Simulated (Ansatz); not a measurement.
# C₄H₅Cl: one species, many methods

Aim: compute C₄H₅Cl with functionals from several rungs and with coupled cluster. The yardstick is the atomisation energy at the CCSD(T) limit.

Program: Ansatz 0.2.0, Gaussian basis. Level of theory: functionals in def2-TZVPP, the program's frozen cores in correlated methods. These are calculated values, not measurements.

Levels to be run: PBE-D4, r2SCAN-D4, PBE0-D4, B3LYP-D4, ωB97X-V, ωB97M-V, B2PLYP; CCSD(T)/def2-TZVPP; MP2/def2-QZVPP; extrapolation to the limit.

**1. The relaxed structure**

All runs share one geometry, relaxed beforehand with PBE0-D4 in a triple-zeta def2 set.

SMILES `CC1=C(Cl)C1`, 10 atoms, charge 0, spin multiplicity 1.

Atoms are counted from 1 here; the program's logs count them from 0.

Bond lengths: C1–C2 1.465 Å, C1–H6 1.094 Å, C1–H7 1.094 Å, C1–H8 1.091 Å, C2–C3 1.287 Å, C2–C5 1.522 Å, C3–Cl4 1.683 Å, C3–C5 1.478 Å, C5–H9 1.092 Å, C5–H10 1.092 Å. Angles: C2–C1–H6 110.5°, C2–C1–H7 110.6°, C2–C1–H8 111.2°, H6–C1–H7 107.0°, H6–C1–H8 108.7°, H7–C1–H8 108.7°, C1–C2–C3 153.7°, C1–C2–C5 143.4°, C3–C2–C5 62.9°, C2–C3–Cl4 149.1°, C2–C3–C5 66.4°, Cl4–C3–C5 144.5°, C2–C5–C3 50.7°, C2–C5–H9 119.4°, C2–C5–H10 119.4°, C3–C5–H9 119.8°, C3–C5–H10 119.8°, H9–C5–H10 113.7°.

**2. PBE-D4 (GGA)**

Contents of in.yaml:

```yaml
crystal:
  periodic: [false, false, false]
  atoms:
    - {symbol: C, position_ang: [-1.156720, -0.850441, 0.460253]}
    - {symbol: C, position_ang: [-0.085319, -0.019228, -0.093073]}
    - {symbol: C, position_ang: [0.472854, 0.676800, -1.019939]}
    - {symbol: Cl, position_ang: [0.431720, 1.297995, -2.583896]}
    - {symbol: C, position_ang: [1.264244, 0.608467, 0.226836]}
    - {symbol: H, position_ang: [-1.582169, -0.383945, 1.353676]}
    - {symbol: H, position_ang: [-0.767529, -1.826834, 0.763540]}
    - {symbol: H, position_ang: [-1.954530, -1.002848, -0.268217]}
    - {symbol: H, position_ang: [1.308108, 1.474596, 0.890980]}
    - {symbol: H, position_ang: [2.152340, -0.025862, 0.272841]}
basis:
  gaussian: {orbitals: def2-TZVPP}
hamiltonian: {xc: pbe, dispersion: d4}
output: {forces: true, orbitals: {seedname: orbitals}}
```

The run is started by

```bash
ansatz run in.yaml --threads 4 --pin off --events-out ev --progress --plain --max-ram 10444MiB
```

Further steps of the session: r2SCAN-D4 (meta-GGA); PBE0-D4 (hybrid); B3LYP-D4 (hybrid); ωB97X-V (range-separated); ωB97M-V (range-separated); B2PLYP (double hybrid); CCSD(T) in def2-TZVPP; MP2 in def2-QZVPP.

Before running them: what should the planned runs give, taken together? Wanted: atomisation energy, CCSD(T)/CBS; farthest; mean size of error, hybrid; mean size of error, range-separated; gap, smallest and largest; T1 diagnostic; triples share of the correlation energy.

As calculated:

| quantity | value |
| --- | --- |
| atomisation energy, CCSD(T)/CBS | 41.533 eV |
| functionals within 0.208 eV (0.5 %) | B3LYP-D4, ωB97X-V |
| farthest | PBE-D4 (+1.721 eV) |
| mean size of error, hybrid | 0.488 eV |
| mean size of error, range-separated | 0.239 eV |
| gap, smallest and largest | 4.99 eV (PBE-D4), 11.69 eV (ωB97X-V) |
| T1 diagnostic | 0.0101 |
| triples share of the correlation energy | 4.5 % |

PBE-D4 is off by +1.721 eV. Double hybrids carry the basis error of their MP2 part in triple zeta, and no dispersion term here, so their miss is partly the set-up's. Misses under about 0.208 eV are within the doubt on the reference itself, which lacks core-valence correlation, relativity and higher excitations. Hartree-Fock recovers 73 % of the binding; the rest is correlation. The gap grows from 5.0 to 11.7 eV across the functionals, mostly with the share of exact exchange.
